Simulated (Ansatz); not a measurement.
Species: H2N, SMILES `[NH2]` (charge 0, multiplicity 2).

Question: Give a relaxed geometry from PBE-D3(BJ)/def2-SVP (Ansatz, a quantum-chemistry and plane-wave program).

Answer: the end point of this relaxation (outside a Z-matrix the atoms follow the SMILES, hydrogens last).
Bonds (Å): N1–H2 1.047, N1–H3 1.047. Bond angles (°): H2–N1–H3 100.1.
